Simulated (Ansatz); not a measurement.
# BH₃ (triplet): wave-function methods side by side, def2-QZVPP

One table from this session's results is given with a row withheld; the runs are named, their logs left out.

Program: Ansatz 0.2.0, Gaussian basis. Level of theory: def2-QZVPP, core rule «outside noble gas», up to 1 orbitals frozen. These are calculated values, not measurements.

Plan: UHF; ROHF; CCSD(T) on UHF.

2 further runs of the same task are left out: 2 set aside as unsound or not needed.

### The system

The geometry is a PBE0/def2-TZVP stationary point (not a proven minimum) of the parent state, kept for this charge and spin.

4 atoms, charge 0, spin multiplicity 3.

Atoms are counted from 1 here; the program's logs count them from 0.

Bond lengths: B1–H2 1.276 Å, B1–H3 1.174 Å, B1–H4 1.276 Å. Angles: H2–B1–H3 145.8°, H2–B1–H4 68.5°, H3–B1–H4 145.8°.

The first run:

in.yaml reads:

```yaml
crystal:
  periodic: [false, false, false]
  atoms:
    - {symbol: B, position_ang: [0.000000, 0.000000, 0.068140]}
    - {symbol: H, position_ang: [0.000000, 0.717784, -0.986606]}
    - {symbol: H, position_ang: [0.000000, 0.000000, 1.242354]}
    - {symbol: H, position_ang: [0.000000, -0.717784, -0.986606]}
basis:
  gaussian: {orbitals: "def2-QZVPP.json"}
magnetization: {spin_polarized: true, initial_magnetization: 2}
hamiltonian: {xc: hf}
output: {orbitals: {seedname: orbitals}}
```

Started as:

```sh
ansatz run in.yaml --threads 1 --pin off --events-out ev --progress --plain --max-ram 2393MiB
```

Among the steps run: UHF; ROHF; CCSD(T) on UHF.

One of the session's tables, all rows but one given; the rest of the session is left out.

It belongs to the step «Misses and costs». 

```
  method  from UCCSD(T) (meV)
    ROHF              +3859.2
     UHF              +3687.7
    UMP2               +646.3
   UCCSD                    ?
UCCSD(T)                    0
```

Q: Estimate the row for UCCSD from the others.

**Answer.** from UCCSD(T) (meV): +106.5. In the column «from UCCSD(T) (meV)» it lies between UCCSD(T) (0) and UMP2 (+646.3).
